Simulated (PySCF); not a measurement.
Below is a simulated gas-phase C 1s photoelectron spectrum of `C[C@@H](Cl)C#N` (2-chloropropionitrile).

Every computed line was given a Gaussian of 0.7 eV full width at half maximum and an area set by the number of equivalent atoms; the highest printed point is 100. Method used: delta-SCF UKS SCAN, pcX-2 on the ionised atom, pcseg-1 elsewhere, spin-free X2C in PySCF.

```tsv
binding energy (eV)	intensity
290.9	0
291.0	1
291.1	2
291.2	5
291.3	11
291.4	21
291.5	36
291.6	55
291.7	75
291.8	91
291.9	99
292.0	98
292.1	89
292.2	77
292.3	69
292.4	68
292.5	75
292.6	87
292.7	97
292.8	100
292.9	93
293.0	78
293.1	59
293.2	41
293.3	27
293.4	21
293.5	23
293.6	33
293.7	49
293.8	68
293.9	86
294.0	97
294.1	98
294.2	88
294.3	71
294.4	51
294.5	33
294.6	19
294.7	10
294.8	4
294.9	2
295.0	1
295.1	0
```

Question: Count the maxima, the lines and the sites behind this envelope.

Answer: The curve has 3 maxima (at 291.9, 292.8 and 294.1 eV). Under it lie 3 lines from 3 inequivalent carbon sites.

Question: Decompose the envelope and assign each component. Numbering: `[CH3:1][C@@H:2]([Cl:3])[C:4]#[N:5]`.

Answer: 
| position (eV) | relative area | line | atoms | environment |
| --- | --- | --- | --- | --- |
| 291.92 | 1 | C 1s | C1 | methyl carbon |
| 292.80 | 1 | C 1s | C4 | nitrile carbon |
| 294.06 | 1 | C 1s | C2 | sp3 C–Cl carbon |

Question: What are the centre and the root-mean-square width of the whole band?

Answer: The area-weighted mean of the lines is 292.93 eV. Their own spread about it is 0.88 eV (rms) and each Gaussian has σ = 0.7/2.355 = 0.30 eV; the variances add, which gives 0.93 eV.

Lowest listed C 1s: C1, bonded to C and 3 H. Highest, 2.14 eV above it: C2, bonded to Cl, 2 C and H. Summing the Pauling electronegativity differences to the bonded atoms, each weighted by its formal bond order, gives -1.05 for the lowest site and +0.26 for the highest; the largest sum, +1.47, belongs to C4, 1.26 eV below the top.

No satellites, vibrations or lifetime broadening are included. Isolated species at its PBE0-D3(BJ)/def2-SVP geometry, gas phase.
